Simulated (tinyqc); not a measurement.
ROHF in the sto-3g basis, for BH2, spin multiplicity 2, step by step. One step of it, computed by the program tinyqc.

Task: Iteration 1: Roothaan effective Fock matrix. With projectors Pc = D(beta) S, Po = (D(alpha) - D(beta)) S, Pv = 1 - D(alpha) S, the block xy is Px^T F Py; with Fc = (F(alpha) + F(beta))/2, the blocks are Fc for cc, oo, vv and cv, F(beta) for co and F(alpha) for ov.

F(alpha) (hartree), order 1B 1s, 1B 2s, 1B 2px, 1B 2py, 1B 2pz, 2H 1s, 3H 1s:
```
[[-7.253331, -2.157346, 0.000000, 0.000000, -0.005605, -0.654965, -0.654965],
 [-2.157346, -1.082798, 0.000000, 0.000000, -0.013321, -0.625475, -0.625475],
 [0.000000, 0.000000, 0.295790, 0.000000, 0.000000, 0.000000, 0.000000],
 [0.000000, 0.000000, 0.000000, -0.271992, 0.000000, -0.368484, 0.368484],
 [-0.005605, -0.013321, 0.000000, 0.000000, -0.214577, -0.146373, -0.146373],
 [-0.654965, -0.625475, 0.000000, -0.368484, -0.146373, -0.437695, -0.176162],
 [-0.654965, -0.625475, 0.000000, 0.368484, -0.146373, -0.176162, -0.437695]]
```

F(beta) (hartree), order 1B 1s, 1B 2s, 1B 2px, 1B 2py, 1B 2pz, 2H 1s, 3H 1s:
```
[[-7.225527, -2.134207, 0.000000, 0.000000, 0.002604, -0.646843, -0.646843],
 [-2.134207, -0.922889, 0.000000, 0.000000, -0.208750, -0.589172, -0.589172],
 [0.000000, 0.000000, 0.336161, 0.000000, 0.000000, 0.000000, 0.000000],
 [0.000000, 0.000000, 0.000000, -0.230844, 0.000000, -0.359424, 0.359424],
 [0.002604, -0.208750, 0.000000, 0.000000, 0.317575, -0.157160, -0.157160],
 [-0.646843, -0.589172, 0.000000, -0.359424, -0.157160, -0.421652, -0.166243],
 [-0.646843, -0.589172, 0.000000, 0.359424, -0.157160, -0.166243, -0.421652]]
```

D(alpha) at the start, order 1B 1s, 1B 2s, 1B 2px, 1B 2py, 1B 2pz, 2H 1s, 3H 1s:
```
[[1.032996, -0.091788, 0.000000, 0.000000, 0.064585, -0.104872, -0.104872],
 [-0.091788, 0.399047, 0.000000, 0.000000, -0.208001, 0.194158, 0.194158],
 [0.000000, 0.000000, 0.000000, 0.000000, 0.000000, 0.000000, 0.000000],
 [0.000000, 0.000000, 0.000000, 0.415687, 0.000000, 0.208385, -0.208385],
 [0.064585, -0.208001, 0.000000, 0.000000, 0.937397, 0.045401, 0.045401],
 [-0.104872, 0.194158, 0.000000, 0.208385, 0.045401, 0.228805, 0.019876],
 [-0.104872, 0.194158, 0.000000, -0.208385, 0.045401, 0.019876, 0.228805]]
```

D(beta) at the start, order 1B 1s, 1B 2s, 1B 2px, 1B 2py, 1B 2pz, 2H 1s, 3H 1s:
```
[[1.020495, -0.055052, 0.000000, 0.000000, -0.041480, -0.102226, -0.102226],
 [-0.055052, 0.291087, 0.000000, 0.000000, 0.103707, 0.186381, 0.186381],
 [0.000000, 0.000000, 0.000000, 0.000000, 0.000000, 0.000000, 0.000000],
 [0.000000, 0.000000, 0.000000, 0.415687, 0.000000, 0.208385, -0.208385],
 [-0.041480, 0.103707, 0.000000, 0.000000, 0.037421, 0.067853, 0.067853],
 [-0.102226, 0.186381, 0.000000, 0.208385, 0.067853, 0.228245, 0.019316],
 [-0.102226, 0.186381, 0.000000, -0.208385, 0.067853, 0.019316, 0.228245]]
```

overlap S, order 1B 1s, 1B 2s, 1B 2px, 1B 2py, 1B 2pz, 2H 1s, 3H 1s:
```
[[1.000000, 0.269328, 0.000000, 0.000000, 0.000000, 0.080307, 0.080307],
 [0.269328, 1.000000, 0.000000, 0.000000, 0.000000, 0.519197, 0.519197],
 [0.000000, 0.000000, 1.000000, 0.000000, 0.000000, 0.000000, 0.000000],
 [0.000000, 0.000000, 0.000000, 1.000000, 0.000000, 0.477587, -0.477587],
 [0.000000, 0.000000, 0.000000, 0.000000, 1.000000, 0.191407, 0.191407],
 [0.080307, 0.519197, 0.000000, 0.477587, 0.191407, 1.000000, 0.108672],
 [0.080307, 0.519197, 0.000000, -0.477587, 0.191407, 0.108672, 1.000000]]
```

Give: effective F.

Result:

effective F (hartree), order 1B 1s, 1B 2s, 1B 2px, 1B 2py, 1B 2pz, 2H 1s, 3H 1s:
```
[[-7.2396, -2.1443, 0.0000, 0.0000, -0.0065, -0.6512, -0.6512],
 [-2.1443, -0.9949, 0.0000, 0.0000, -0.1212, -0.6026, -0.6026],
 [0.0000, 0.0000, 0.3160, 0.0000, 0.0000, 0.0000, 0.0000],
 [0.0000, 0.0000, 0.0000, -0.2514, 0.0000, -0.3640, 0.3640],
 [-0.0065, -0.1212, 0.0000, 0.0000, 0.0433, -0.1652, -0.1652],
 [-0.6512, -0.6026, 0.0000, -0.3640, -0.1652, -0.4295, -0.1710],
 [-0.6512, -0.6026, 0.0000, 0.3640, -0.1652, -0.1710, -0.4295]]
```
